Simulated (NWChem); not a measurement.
The numbers come from NWChem runs, not from measurements. System: phenol (C$_{6}$H$_{6}$O), charge 0, spin multiplicity 1, at a geometry optimised with B3LYP/def2-SVP. Level: B3LYP/def2-SVP, VWN1-RPA local correlation.

Job file:

```
start mol
memory heap 200 mb stack 900 mb global 1100 mb
geometry units angstroms nocenter noautoz
  O     -2.268330     0.422500     0.000000
  C     -0.935637     0.155491     0.000000
  C     -0.051317     1.244919     0.000000
  C      1.325310     1.020412     0.000000
  C      1.838888    -0.282254     0.000000
  C      0.954546    -1.363969     0.000000
  C     -0.427211    -1.151615     0.000000
  H     -2.762515    -0.407658     0.000000
  H     -0.465174     2.255402     0.000000
  H      2.006542     1.875516     0.000000
  H      2.917993    -0.451149     0.000000
  H      1.338757    -2.387443     0.000000
  H     -1.116434    -2.002581     0.000000
  symmetry group Cs
end
basis spherical
  * library def2-svp
end
dft
  xc b3lyp
  semidirect memsize 60000000 filesize 0
  iterations 100
end
task dft energy
```

Part of the output:

```
             Northwest Computational Chemistry Package (NWChem) 7.3.0
             --------------------------------------------------------

                                NWChem Input Module
                                -------------------

 Scaling coordinates for geometry "geometry" by  1.889725989
 (inverse scale =  0.529177249)

 Turning off AUTOSYM since
 SYMMETRY directive was detected!

                             Geometry "geometry" -> ""
                             -------------------------

 Output coordinates in angstroms (scale by  1.889725989 to convert to a.u.)

  No.       Tag          Charge          X              Y              Z
 ---- ---------------- ---------- -------------- -------------- --------------
    1 O                    8.0000    -2.26833000     0.42250000     0.00000000
    2 C                    6.0000    -0.93563700     0.15549100     0.00000000
    3 C                    6.0000    -0.05131700     1.24491900     0.00000000
    4 C                    6.0000     1.32531000     1.02041200     0.00000000
    5 C                    6.0000     1.83888800    -0.28225400     0.00000000
    6 C                    6.0000     0.95454600    -1.36396900     0.00000000
    7 C                    6.0000    -0.42721100    -1.15161500     0.00000000
    8 H                    1.0000    -2.76251500    -0.40765800     0.00000000
    9 H                    1.0000    -0.46517400     2.25540200     0.00000000
   10 H                    1.0000     2.00654200     1.87551600     0.00000000
   11 H                    1.0000     2.91799300    -0.45114900     0.00000000
   12 H                    1.0000     1.33875700    -2.38744300     0.00000000
   13 H                    1.0000    -1.11643400    -2.00258100     0.00000000

 Effective nuclear repulsion energy (a.u.)     270.4484863940

            Nuclear Dipole moment (a.u.)
            ----------------------------
        X                 Y               Z
 ---------------- ---------------- ----------------
     0.0000056692    -0.0000170075     0.0000000000

      Symmetry information
      --------------------

 Group name             Cs
 Group number              2
 Group order               2
 No. of unique centers    13

      Symmetry unique atoms

     1    2    3    4    5    6    7    8    9   10   11   12   13


 Summary of "ao basis" -> "" (spherical)
 ------------------------------------------------------------------------------
       Tag                 Description            Shells   Functions and Types
 ---------------- ------------------------------  ------  ---------------------
 *                          def2-svp                  on all atoms

                                 NWChem DFT Module
                                 -----------------

 Summary of "ao basis" -> "ao basis" (spherical)
 ------------------------------------------------------------------------------
       Tag                 Description            Shells   Functions and Types
 ---------------- ------------------------------  ------  ---------------------
 O                          def2-svp                 6       14   3s2p1d
 C                          def2-svp                 6       14   3s2p1d
 H                          def2-svp                 3        5   2s1p

 Summary of "ao basis" -> "ao basis" (spherical)
 ------------------------------------------------------------------------------
       Tag                 Description            Shells   Functions and Types
 ---------------- ------------------------------  ------  ---------------------
[...]
 d= 0,ls=0.0,diis     5   -307.2489867244 -3.03D-02  5.53D-04  5.39D-03     5.8
  Resetting Diis
 d= 0,ls=0.0,diis     6   -307.2496200500 -6.33D-04  1.55D-04  6.32D-04     6.5
 d= 0,ls=0.0,diis     7   -307.2496911434 -7.11D-05  7.05D-05  1.90D-05     7.2
 d= 0,ls=0.0,diis     8   -307.2496892169  1.93D-06  4.03D-05  3.33D-05     7.9
 d= 0,ls=0.0,diis     9   -307.2496931226 -3.91D-06  8.92D-06  1.44D-06     8.7
 d= 0,ls=0.0,diis    10   -307.2496933081 -1.86D-07  1.86D-06  8.64D-08     9.5

         Total DFT energy =     -307.249693308134
      One electron energy =     -950.905801316376
           Coulomb energy =      416.544265509854
    Exchange-Corr. energy =      -43.336643895573
 Nuclear repulsion energy =      270.448486393961

 Numeric. integr. density =       50.000014798663

     Total iterative time =      9.2s

                  Occupations of the irreducible representations
                  ----------------------------------------------

                     irrep           alpha         beta
                     --------     --------     --------
                     a'               21.0         21.0
                     a"                4.0          4.0

                       DFT Final Molecular Orbital Analysis
                       ------------------------------------

 Vector   23  Occ=2.000000D+00  E=-3.389042D-01  Symmetry=a"
              MO Center=  1.3D-01, -2.7D-02,  8.3D-16, r^2= 4.3D+00
   Bfn.  Coefficient  Atom+Function         Bfn.  Coefficient  Atom+Function
  ----- ------------  ---------------      ----- ------------  ---------------
     6      0.353039   1 O  pz               62     -0.268473   5 C  pz
     9      0.258098   1 O  pz               76     -0.243573   6 C  pz
    48     -0.235026   4 C  pz               65     -0.151868   5 C  pz
    90     -0.147440   7 C  pz               79     -0.143466   6 C  pz
    34     -0.136321   3 C  pz               51     -0.136997   4 C  pz

 Vector   24  Occ=2.000000D+00  E=-2.573392D-01  Symmetry=a"
              MO Center=  4.3D-01, -4.4D-02, -3.7D-16, r^2= 3.0D+00
   Bfn.  Coefficient  Atom+Function         Bfn.  Coefficient  Atom+Function
  ----- ------------  ---------------      ----- ------------  ---------------
    90     -0.310677   7 C  pz               48      0.307719   4 C  pz
    34      0.297922   3 C  pz               76     -0.287346   6 C  pz
    93     -0.222278   7 C  pz               51      0.209516   4 C  pz
    37      0.206380   3 C  pz               79     -0.194174   6 C  pz

 Vector   25  Occ=2.000000D+00  E=-2.265237D-01  Symmetry=a"
              MO Center= -7.2D-02,  2.3D-02, -3.8D-17, r^2= 3.8D+00
   Bfn.  Coefficient  Atom+Function         Bfn.  Coefficient  Atom+Function
  ----- ------------  ---------------      ----- ------------  ---------------
     6      0.319569   1 O  pz               62      0.319665   5 C  pz
    20     -0.285596   2 C  pz                9      0.263120   1 O  pz
    65      0.237445   5 C  pz               34     -0.229370   3 C  pz
    90     -0.211946   7 C  pz               37     -0.177624   3 C  pz
    93     -0.171025   7 C  pz               23     -0.156506   2 C  pz

 Vector   26  Occ=0.000000D+00  E=-1.019570D-02  Symmetry=a"
              MO Center=  4.7D-01, -6.9D-02, -1.5D-14, r^2= 3.5D+00
   Bfn.  Coefficient  Atom+Function         Bfn.  Coefficient  Atom+Function
  ----- ------------  ---------------      ----- ------------  ---------------
    79      0.449614   6 C  pz               93     -0.438900   7 C  pz
    37      0.435306   3 C  pz               51     -0.432600   4 C  pz
    76      0.328608   6 C  pz               48     -0.321767   4 C  pz
    34      0.318447   3 C  pz               90     -0.312382   7 C  pz
    25      0.032556   2 C  d -1             67     -0.030254   5 C  d -1

 Vector   27  Occ=0.000000D+00  E= 6.280678D-03  Symmetry=a"
              MO Center=  4.1D-01, -5.4D-02,  8.7D-16, r^2= 3.6D+00
   Bfn.  Coefficient  Atom+Function         Bfn.  Coefficient  Atom+Function
  ----- ------------  ---------------      ----- ------------  ---------------
    65      0.523369   5 C  pz               23      0.477741   2 C  pz
    20      0.418086   2 C  pz               62      0.366654   5 C  pz
    51     -0.286935   4 C  pz               79     -0.279905   6 C  pz
    48     -0.209549   4 C  pz               93     -0.208600   7 C  pz
     9     -0.203767   1 O  pz               76     -0.201973   6 C  pz

 Vector   28  Occ=0.000000D+00  E= 4.591271D-02  Symmetry=a'
              MO Center= -2.4D+00, -9.9D-01,  1.8D-15, r^2= 3.8D+00
   Bfn.  Coefficient  Atom+Function         Bfn.  Coefficient  Atom+Function
  ----- ------------  ---------------      ----- ------------  ---------------
   100      1.136162   8 H  s               125      0.875216  13 H  s
     3     -0.650585   1 O  s                92      0.620940   7 C  py
    17     -0.443197   2 C  s                73     -0.337591   6 C  s
    22      0.304366   2 C  py                8      0.265099   1 O  py
    91      0.248778   7 C  px              115      0.238254  11 H  s

 center of mass
 --------------
 x =  -0.03803088 y =   0.02224457 z =   0.00000000

 moments of inertia (a.u.)
 ------------------
         329.434777008387          57.006541552238           0.000000000000
          57.006541552238         682.743638521886           0.000000000000
           0.000000000000           0.000000000000        1012.178415530273

     Multipole analysis of the density
     ---------------------------------

     L   x y z        total         alpha         beta         nuclear
     -   - - -        -----         -----         ----         -------
     0   0 0 0     -0.000000    -25.000000    -25.000000     50.000000

     1   1 0 0     -0.166853     -0.083429     -0.083429      0.000006
     1   0 1 0     -0.501629     -0.250806     -0.250806     -0.000017
     1   0 0 1     -0.000000     -0.000000     -0.000000      0.000000

     2   2 0 0    -26.681010   -204.835385   -204.835385    382.989759
     2   1 1 0      3.171911     14.477004     14.477004    -25.782098
     2   1 0 1     -0.000000     -0.000000     -0.000000      0.000000
     2   0 2 0    -27.800051   -112.821377   -112.821377    197.842703
     2   0 1 1     -0.000000     -0.000000     -0.000000      0.000000
     2   0 0 2    -32.907050    -16.453525    -16.453525      0.000000

 Task  times  cpu:        9.6s     wall:        9.6s

 Total times  cpu:        9.6s     wall:        9.6s
```
